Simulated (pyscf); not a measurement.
F–CH₂–Si(F)(F)–F (SMILES FC[Si](F)(F)F) + F–Si(F)(F)–F (SMILES F[Si](F)(F)F) → F–Si(F)(F)–Si(F)(F)–F (SMILES F[Si](F)(F)[Si](F)(F)F) + F–CH₂–F (SMILES FCF), a four-centre exchange (singlet surface; C–Si, F–Si broken, Si–Si, C–F formed). PySCF, gas phase, ωB97X-D3(BJ)/def2-SVP geometries. Energies in kJ/mol from the separated reactants.

Small-basis levels: PySCF, no dispersion term, spherical d functions. AM1 to PM7: differences of heats of formation from MOPAC. Cost: rough CPU time at the saddle relative to B3LYP/6-31G*, from one job on a shared machine.

```
level                   barrier  reaction energy        cost
----------------------  -------  ---------------  ----------
HF/STO-3G                 798.5            +99.7        0.04
HF/3-21G                  544.2           +267.3        0.08
MP2/6-31G*                494.0           +204.2         0.2
SVWN5/6-31G*              316.8           +156.7           1
BP86/6-31G*               382.1           +158.4           2
B3LYP/6-31G*              426.0           +172.9           1
M06-2X/6-31G*             442.2           +190.4           2
PBE/def2-SVP              358.7           +152.4           2
B3LYP/def2-SVP            420.5           +169.1         0.9
AM1                       709.9           +425.9  under 0.02
PM3                       601.8           +303.1  under 0.02
PM7                       444.0           +144.6  under 0.02
ωB97M-D3(BJ)/def2-TZVP    468.8           +206.6           –
```

Against the last row the barrier runs from -152.0 (SVWN5/6-31G*) to +329.6 kJ/mol (HF/STO-3G). ωB97M-D3(BJ)/def2-TZVP has limits of its own. On the product side the descent ends in a complex (not fully relaxed), 17.7 kJ/mol under the separated species and 291.8 kJ/mol under the saddle at ωB97X-D3(BJ)/def2-TZVP. At ωB97X-D3(BJ) the barrier from the zero used here is 458.4 kJ/mol. The same reactants have a lower exit, to •H₂C–F + F–Si•(F)–F + F–Si(F)(F)–F (no saddle counted: cutting one bond costs +399.1 kJ/mol at ωB97M-D3(BJ), against +468.8 kJ/mol here). One saddle was located; it need not be the lowest between these sides.
